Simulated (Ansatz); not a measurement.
# hcp Li (model structure)

Level of theory: r²SCAN (Ansatz, a program for electronic structure, PAW).

Run with plane-wave cutoff 500 eV, 30×30×14 k mesh (along the axes of the cell as run), Fermi–Dirac smearing 0.1 eV, scalar-relativistic PAW data made under PBE.

Cell (relaxed at this level):

```cif
data_Li2
_chemical_formula_sum 'Li2'
_space_group_name_H-M_alt 'P63/mmc'
_space_group_IT_number 194
_space_group_name_Hall '-P 6c 2c'
_cell_length_a 3.09625
_cell_length_b 3.09625
_cell_length_c 5.05957
_cell_angle_alpha 90.000
_cell_angle_beta 90.000
_cell_angle_gamma 120.000
loop_
_atom_site_label
_atom_site_type_symbol
_atom_site_symmetry_multiplicity
_atom_site_Wyckoff_symbol
_atom_site_fract_x
_atom_site_fract_y
_atom_site_fract_z
_atom_site_occupancy
Li1 Li 2 c 0.33333 0.66667 0.25000 1
```

```yaml
band_gap: zero (no gap)
```

Note: the relaxation could raise the start's symmetry but not lower it, so the cell can be a saddle point.

The computed numbers hold no vibrational or temperature effects.

A model structure was made by putting elements into a prototype or built by hand; it is no filed structure, need not be a known phase, and can be a saddle point held by its symmetry.
